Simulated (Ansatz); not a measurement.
**Relaxing Cu in the fcc type**

First guess:

```
CELL_PARAMETERS angstrom
0.00000 1.77176 1.77176
1.77176 0.00000 1.77176
1.77176 1.77176 0.00000
ATOMIC_POSITIONS crystal
Cu 0.00000 0.00000 0.00000
```

Theory: Ansatz 0.2.0, DFT, PBE, PAW with Ansatz's default frozen-core files, scalar-relativistic.

Cell and atoms relax within the symmetry of the start on a 20×20×20 k mesh with 0.03 eV Fermi–Dirac smearing.

The start is built from a prototype, known or not as a phase of this compound; the cutoff is 420 eV.

(1) What is the pressure of the first guess?

(2) What does it relax to?

(3) How much energy does the relaxation release?

Results:

(1) 12.19 GPa.

(2) a = 3.630 Å, b = 3.630 Å, c = 3.630 Å, α = 90.00°, β = 90.00°, γ = 90.00° (conventional cell), 11.96 Å³ per atom:
```
CELL_PARAMETERS angstrom
0.00000 1.81488 1.81488
1.81488 0.00000 1.81488
1.81488 1.81488 0.00000
ATOMIC_POSITIONS crystal
Cu 0.00000 0.00000 0.00000
```

(3) 29 meV/atom.
